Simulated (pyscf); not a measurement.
H₃Si–CH(Cl)–Cl -> H₂Si=C(Cl)–Cl + H₂ (elimination; singlet surface; C–H, H–Si broken, H–H formed). PySCF, gas phase, ωB97X-D3(BJ)/def2-SVP geometries. Energies in kcal/mol from the reactant's lowest minimum found.

```
level                   barrier  reaction energy
----------------------  -------  ---------------
ωB97X-D3(BJ)/def2-TZVP        …            +60.8
PBE/def2-TZVP                 …                …
B3LYP-D3(BJ)/def2-TZVP     95.4            +54.7
M06-2X/def2-TZVP           99.0            +56.8
ωB97M-D3(BJ)/def2-TZVP     99.2            +58.4
HF/def2-TZVP              123.9            +65.9
```

Q: Complete the blanks.

A: 
- ωB97X-D3(BJ)/def2-TZVP, barrier: 103.2
- PBE/def2-TZVP, barrier: 85.5
- PBE/def2-TZVP, reaction energy: +51.0

The functionals in the table span 17.7 kcal/mol in this barrier, from PBE to ωB97X-D3(BJ)/def2-TZVP. The same reactants have a lower exit, to H₃Si–CH•–Cl + Cl• (no saddle counted: cutting one bond costs +76.0 kcal/mol at ωB97M-D3(BJ)/def2-TZVP, against +99.2 kcal/mol here). H₃Si–CH(Cl)–Cl lies 85.7 kcal/mol over its isomer H₃C–SiH(Cl)–Cl (electronic energy, ωB97M-D3(BJ)/def2-TZVP). H₂Si=C(Cl)–Cl lies 77.0 kcal/mol over its isomer H₂C=Si(Cl)–Cl (electronic energy, ωB97M-D3(BJ)/def2-TZVP). This is the saddle that the search found; another between the same sides may lie lower. One closed-shell reference is unstable to symmetry breaking; treat the single-reference values with care.
